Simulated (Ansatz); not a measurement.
# AlH4+ (quintet): wave-function methods side by side, def2-TZVPP

One table from this session's results is given with a row withheld; the runs are named, their logs left out.

Computed with Ansatz 0.2.0, Gaussian basis. Level: def2-TZVPP, core rule «outside noble gas», up to 5 orbitals frozen.

To be run: UHF; ROHF; CCSD(T) on UHF.

2 further runs of the same task are left out: 2 set aside as unsound or not needed.

**The geometry**

The geometry is a PBE0/def2-TZVP stationary point (not a proven minimum) of the parent state, kept for this charge and spin.

5 atoms, charge 1, spin multiplicity 5.

Atoms are counted from 1 here; the program's logs count them from 0.

Bond lengths: Al1–H2 1.663 Å, Al1–H3 1.663 Å, Al1–H4 1.663 Å, Al1–H5 1.663 Å. Angles: H2–Al1–H3 135.7°, H2–Al1–H4 64.5°, H2–Al1–H5 135.7°, H3–Al1–H4 135.7°, H3–Al1–H5 64.5°, H4–Al1–H5 135.7°.

The first run:

The input, in.yaml:

```yaml
crystal:
  periodic: [false, false, false]
  atoms:
    - {symbol: Al, position_ang: [0.000000, 0.000000, 0.000000]}
    - {symbol: H, position_ang: [0.621180, 1.410429, 0.625916]}
    - {symbol: H, position_ang: [-0.624953, -1.407416, 0.628935]}
    - {symbol: H, position_ang: [-0.629895, 1.403521, -0.632699]}
    - {symbol: H, position_ang: [0.633669, -1.406534, -0.622152]}
basis:
  gaussian: {orbitals: def2-TZVPP}
total_charge: 1
magnetization: {spin_polarized: true, initial_magnetization: 4}
hamiltonian: {xc: hf}
output: {orbitals: {seedname: orbitals}}
```

On the command line:

```
$ ansatz run in.yaml --threads 1 --pin off --events-out ev --progress --plain --max-ram 3968MiB --backend cpu
```

Among the steps run: UHF; ROHF; CCSD(T) on UHF.

One of the session's tables, all rows but one given; the rest of the session is left out.

It belongs to the step «Misses and costs». 

| method | from UCCSD(T) (kcal/mol) |
| --- | --- |
| ROHF | +62.51 |
| UHF | ? |
| UMP2 | +16.69 |
| UCCSD | +2.25 |
| UCCSD(T) | 0 |

Q: Estimate the row for UHF from the others.

The run gave: from UCCSD(T) (kcal/mol): +56.50. In the column «from UCCSD(T) (kcal/mol)» it lies between UMP2 (+16.69) and ROHF (+62.51).

Caveats from the session: Warnings: coupled cluster took another determinant than the lowest.
